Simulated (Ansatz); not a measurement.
Relaxation of BH3NO (6 atoms, charge 0, multiplicity 2), to a largest force component of 0.02 eV/Å in at most 50 steps.

All numbers below come from UKS PBE-D4/def2-SVP (Ansatz).

```xyz
6
Properties=species:S:1:pos:R:3
N -1.044 -0.242 -0.263
B 0.234 0.143 -0.144
O 1.123 0.019 0.862
H -1.746 -0.195 -0.970
H 0.648 0.705 -1.121
H 0.785 -0.430 1.635
```

Task: Where does it end, and by what steps?

Result: It converged. After 13 steps the energy has fallen by 0.226 eV; N1 moved furthest, 0.37 Å.

```tsv
step	energy less start (eV)	largest force component (eV/Å)	accepted
0	0.0000	1.167	yes
1	-0.0909	0.412	yes
2	-0.1112	0.223	yes
3	-0.1279	0.314	yes
4	-0.1440	0.150	yes
5	-0.0972	1.790	no
6	-0.1818	0.351	yes
7	-0.1992	0.778	yes
8	-0.2099	0.417	yes
9	-0.1640	1.516	no
10	-0.2238	0.150	yes
11	-0.2241	0.149	yes
12	-0.2232	0.083	no
13	-0.2258	0.016	yes
```

```xyz
6
Properties=species:S:1:pos:R:3
N -1.143 0.107 -0.188
B 0.265 0.224 -0.201
O 1.114 -0.084 0.831
H -1.642 -0.520 -0.834
H 0.770 0.768 -1.184
H 0.636 -0.496 1.576
```

Time of the run: 28 s on 1 thread of Arm Neoverse V1, with other jobs on the host, peak memory 0.14 GiB.
